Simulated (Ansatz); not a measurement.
Task: a rigid scan of one bond angle of BH₄OSi, SMILES [BH]O[SiH3], with the Python package of Ansatz (0.2.0). Give the script and its output. Settings (for the species named): B3LYP, 6-31G* basis, multiplicity 2.

```yaml
atoms:
  - { symbol: B, position_ang: [-1.3452, -0.9985, 0.4180] }
  - { symbol: O, position_ang: [0.0570, -1.0687, 0.4948] }
  - { symbol: Si, position_ang: [0.6328, 0.4733, 0.0061] }
  - { symbol: H, position_ang: [-1.8777, -1.2285, -0.5995] }
  - { symbol: H, position_ang: [0.2582, 0.7688, -1.3788] }
  - { symbol: H, position_ang: [0.1748, 1.5337, 0.9309] }
  - { symbol: H, position_ang: [2.1614, 0.4518, 0.0830] }
```

`bend_bh4osi.py`
```python
'''Energy of BH4OSi against one bond angle.'''

import ansatz as az
from ase import Atoms

atoms = Atoms(['B', 'O', 'Si', 'H', 'H', 'H', 'H'], positions=[
    [-1.3452, -0.9985, 0.418],
    [0.057, -1.0687, 0.4948],
    [0.6328, 0.4733, 0.0061],
    [-1.8777, -1.2285, -0.5995],
    [0.2582, 0.7688, -1.3788],
    [0.1748, 1.5337, 0.9309],
    [2.1614, 0.4518, 0.083],
])

# relax first, so that the scan starts from a minimum
first = (
    az.Crystal.molecule_from_ase(atoms).calculation()
    .basis(gaussian='6-31G*')
    .functional('b3lyp')
    .spin('collinear', total=1)
    .relax(force_tolerance=0.02, max_steps=80)
)
atoms.positions = first.run(threads=1, backend='cpu').report['positions_ang']

rows = []
for angle in [90, 100, 110, 120, 135, 150, 165, 179]:
    bent = atoms.copy()
    bent.set_angle(2, 1, 0, angle, indices=[0, 3])
    model = (
        az.Crystal.molecule_from_ase(bent).calculation()
        .basis(gaussian='6-31G*')
        .functional('b3lyp')
        .spin('collinear', total=1)
    )
    rows.append((angle, model.run(threads=1, backend='cpu').report['free_energy_ev']))
floor = min(e for _, e in rows)
for angle, e in rows:
    print(f'angle Si2-O1-B0 = {angle:3d} deg   {1000 * (e - floor):9.1f} meV')
```

Running `python bend_bh4osi.py` prints:
```text
angle Si2-O1-B0 =  90 deg       845.1 meV
angle Si2-O1-B0 = 100 deg       409.6 meV
angle Si2-O1-B0 = 110 deg       160.6 meV
angle Si2-O1-B0 = 120 deg        40.5 meV
angle Si2-O1-B0 = 135 deg         0.0 meV
angle Si2-O1-B0 = 150 deg        34.0 meV
angle Si2-O1-B0 = 165 deg        82.6 meV
angle Si2-O1-B0 = 179 deg       113.7 meV
```

These settings explore the input space; basis and method may be short of convergence. The scan is rigid, and the energies are electronic, in a modest basis. The zero is the lowest point of the grid, which needn't be the minimum. The species is open-shell (spin multiplicity 2). b3lyp holds the VWN-RPA fit, as in Gaussian; the form of ORCA and Turbomole is b3lyp5. Run time: 55 s on 1 thread of Arm Neoverse V1, with other jobs on the host, peak memory 0.22 GiB.
